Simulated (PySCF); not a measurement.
PS at ROHF

Computed with ROHF; PySCF, no relativity, basis sets P cc-pV(D+d)Z, S cc-pV(D+d)Z.

| Item | Value |
| --- | --- |
| state | ²Π (doublet), unpaired electrons π ↑ |
| bond length | 187.8 pm |
| harmonic wavenumber | 831 cm⁻¹ |
| force constant | 6.39 mdyn/Å |
| rotational constant Be | 0.3038 cm⁻¹ |
| anharmonicity ωexe | 2.54 cm⁻¹ |
| vibration–rotation constant αe | 0.00132 cm⁻¹ |
| well depth De to P + S | 1.58 eV |
| dissociation energy D0 | 1.53 eV |
| bond order (Mayer) | 2.24 |
| dipole moment (positive dipole means P(−)S(+)) | -1.19 D |

UHF is strongly spin-contaminated for PS, so the ROHF reference used there is far from stable. Hartree–Fock leaves out correlation, which carries a large part of most bond energies and some tenths to 1 eV of ionisation energies. The state is the lowest determinant that a PBE0 search found; another state may lie lower at other levels.
